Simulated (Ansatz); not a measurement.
Two structures of CH7ClSi, singlet, reached by relaxing down either side of one saddle point (PBE0-D4/def2-TZVP). Energies are electronic, without zero-point energy. Program: Ansatz 0.2.0. Basis: def2-TZVPP and def2-QZVPP. Cores are frozen in the correlated methods. Extrapolation: Hartree–Fock as exp(−7.88 √X), correlation as X^−2.97. First:

```tsv
atom	x (Å)	y (Å)	z (Å)
Si1	-0.9923	-0.4803	-0.2689
H2	-0.1445	-0.5658	-1.4990
H3	-1.4704	-1.8567	0.0240
H4	-2.1598	0.3767	-0.6020
C5	-0.0088	0.2225	1.1531
H6	1.5388	0.2814	-1.6041
Cl7	2.6543	0.9185	-1.5507
H8	0.8592	-0.4024	1.3738
H9	-0.6263	0.2783	2.0524
H10	0.3496	1.2277	0.9214
```

Second:

```xyz
10
angstrom
Si -0.8295 0.6738 -0.3235
H 1.3973 -2.3485 -1.3008
H -1.5029 -0.5111 -0.9078
H -1.8234 1.7541 -0.1112
C 0.0652 0.2493 1.2466
H 1.4361 -1.6620 -1.5924
Cl 0.5201 1.3621 -1.7250
H 0.8060 -0.5325 1.0686
H -0.6452 -0.1113 1.9957
H 0.5762 1.1260 1.6496
```

Q: Which bonds change from the first to the second?

A: CH₆Si ([CH3][SiH3]) + HCl → CH₅ClSi ([CH3][SiH2][Cl]) + H₂; bonds formed: Si1–Cl7, H2–H6; bonds broken: Si1–H2, H6–Cl7.

Q: Give the saddle point's structure and its height above each. (An estimate is asked for; the value comes from the calculation.)

A: By the calculation: 152.5 kJ/mol above the first and 230.7 kJ/mol above the second (CCSD(T) at an estimated basis limit (MP2 extrapolated from triple and quadruple zeta, plus CCSD(T) − MP2 in triple zeta)).
Si1  (-0.559, -0.108, -0.411)
H2  (0.329, -1.218, -1.374)
H3  (-1.405, -1.339, -0.269)
H4  (-1.394, 0.832, -1.180)
C5  (0.097, 0.250, 1.283)
H6  (0.828, -0.494, -1.509)
Cl7  (1.396, 1.158, -1.412)
H8  (0.970, -0.378, 1.475)
H9  (-0.668, 0.007, 2.026)
H10  (0.406, 1.290, 1.371)
(Å)

T1 diagnostic: at most 0.011.

Labels in which every atom is bracketed show which atoms are joined, not bond orders.

For scale, one of the runs: CCSD(T)/def2-TZVPP, 213 basis functions, launched by `ansatz run in.yaml --threads 4 --pin off --events-out ev --progress --plain --max-ram 9574MiB`. The run took 33 s on 4 CPU threads of an Arm Neoverse V1 (shared host), with 2.8 GiB of host memory at its peak.
